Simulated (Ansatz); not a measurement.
# r2SCAN/cc-pVDZ run of C2H3ClF2 (1-chloro-1,1-difluoroethane)

What is the vertical singlet–triplet gap of C2H3ClF2 (1-chloro-1,1-difluoroethane) at r2SCAN/cc-pVDZ? 

The results are computed with Ansatz 0.2.0.

55 further runs of the same task are left out: 1 that didn't finish, 54 set aside as unsound or not needed. Runs told in other sessions of the task aren't counted.

**1. The system as given**

C2H3ClF2: 8 atoms, total charge 0, spin state singlet. SMILES: `CC(F)(F)Cl`. Geometry: relaxed at PBE0-D4/def2-TZVP.

Bond lengths: C1–C2 1.499 Å, C2–F3 1.343 Å, C2–F4 1.343 Å, C2–Cl5 1.781 Å, C1–H6 1.088 Å, C1–H7 1.091 Å, C1–H8 1.088 Å. Some angles: C1–C2–F3 111.0°, C1–C2–F4 111.0°, C1–C2–Cl5 112.0°, F3–C2–F4 106.8°, F3–C2–Cl5 107.9°, F4–C2–Cl5 107.9°, C2–C1–H6 109.7°, C2–C1–H7 108.3°, C2–C1–H8 109.7°, H6–C1–H7 109.7°.

**2. A single-point energy at r2SCAN/cc-pVDZ**

run.yaml

```yaml
crystal:
  periodic: [false, false, false]
  atoms:
    - {symbol: C, position_ang: [-0.591960, -0.305640, 0.477310]}
    - {symbol: C, position_ang: [0.524930, 0.179790, -0.395910]}
    - {symbol: F, position_ang: [1.713900, 0.014330, 0.206290]}
    - {symbol: F, position_ang: [0.571970, -0.511300, -1.546500]}
    - {symbol: Cl, position_ang: [0.352900, 1.905700, -0.801400]}
    - {symbol: H, position_ang: [-0.600880, 0.257090, 1.409000]}
    - {symbol: H, position_ang: [-0.428120, -1.363800, 0.687730]}
    - {symbol: H, position_ang: [-1.542750, -0.176190, -0.036530]}
basis:
  gaussian:
    orbitals: cc-pVDZ
hamiltonian:
  xc: {name: r2SCAN}
accuracy: high
output:
  orbitals: {seedname: orbitals}
```

Command:

```console
ansatz run run.yaml --threads 1 --pin off --max-ram 3480MiB --events-out events.jsonl --progress --plain --runs-dir runs
```

What it wrote:

```text
Warning: RAYON_NUM_THREADS=1 ignored (pool sized by the plan → 1); use --threads N
Functional definition: r2SCAN
  name "r2SCAN"
  parameter k0 = 0.174
  parameter k1 = 0.065
  parameter a1 = 4.9479
  exchange = r2scan_x(k0 = k0, k1 = k1, a1 = a1)
  correlation = r2scan_c
2086 factors; integrals over basis functions are off by at most 3.6e-9 eV
mean field evaluation 1: about -20071.5394 eV, gradient 4.5e1 eV
mean field evaluation 2: about -20069.6072 eV, gradient 5.3e1 eV
mean field evaluation 4: about -20075.7653 eV, gradient 2.4e0 eV
mean field evaluation 8: about -20075.7835 eV, gradient 1.4e-1 eV
mean field evaluation 16: about -20075.7835 eV, gradient 1.2e-5 eV
mean field -20075.78353764 eV, -737.7714371533 hartree, gradient 4.5e-8 eV, S^2 0.000000; 0 other end points of the search recorded, 0 dependent functions left out
reference -20075.78353814 eV, -737.7714371720 hartree; 25, 25 occupied and 64, 64 virtual orbitals, 2086 factors
Total energy: -20075.78353814 eV, -737.7714371720 hartree
```

It took 15 s on 1 thread of Arm Neoverse V1, shared host; peak memory 0.29 GiB.

**3. The triplet at the same level**

job.yaml

```yaml
crystal:
  periodic: [false, false, false]
  atoms:
    - {symbol: C, position_ang: [-0.591960, -0.305640, 0.477310]}
    - {symbol: C, position_ang: [0.524930, 0.179790, -0.395910]}
    - {symbol: F, position_ang: [1.713900, 0.014330, 0.206290]}
    - {symbol: F, position_ang: [0.571970, -0.511300, -1.546500]}
    - {symbol: Cl, position_ang: [0.352900, 1.905700, -0.801400]}
    - {symbol: H, position_ang: [-0.600880, 0.257090, 1.409000]}
    - {symbol: H, position_ang: [-0.428120, -1.363800, 0.687730]}
    - {symbol: H, position_ang: [-1.542750, -0.176190, -0.036530]}
basis:
  gaussian: {orbitals: cc-pVDZ}
magnetization: {spin_polarized: true, initial_magnetization: 2}
output: {orbitals: {seedname: orbitals}}
accuracy: high
hamiltonian: {xc: {name: r2SCAN}}
```

Command:

```console
ansatz run job.yaml --threads 1 --pin off --max-ram 3480MiB --events-out events.jsonl --progress --plain --runs-dir runs
```

What it wrote, shortened:

```text
Warning: RAYON_NUM_THREADS=1 ignored (pool sized by the plan → 1); use --threads N
Functional definition: r2SCAN
  name "r2SCAN"
[...]
2086 factors; integrals over basis functions are off by at most 3.6e-9 eV
[...]
mean field -20068.30590924 eV, -737.4966393783 hartree, gradient 5.4e-8 eV, S^2 2.005297; 7 other end points of the search recorded, 0 dependent functions left out
reference -20068.30591048 eV, -737.4966394237 hartree; 26, 24 occupied and 63, 65 virtual orbitals, 2086 factors
Total energy: -20068.30591048 eV, -737.4966394237 hartree
```

Wall time 2.3 min (1 thread of Arm Neoverse V1, shared host); peak memory 0.45 GiB.

**4. Results**

Level: r2SCAN/cc-pVDZ.

```
                                        quantity          value
                           singlet: total energy  -737.77144 Eh
                            singlet: HOMO energy       -8.03 eV
                            singlet: LUMO energy        0.02 eV
                          singlet: HOMO–LUMO gap        8.05 eV
                           triplet: total energy  -737.49664 Eh
     triplet: HOMO energy (highest over α and β)       -0.87 eV
                                   triplet: ⟨S²⟩          2.005
vertical energy of the triplet above the singlet       7.478 eV
```

In words: At this shape the triplet lies 7.48 eV (172 kcal/mol) above the singlet.
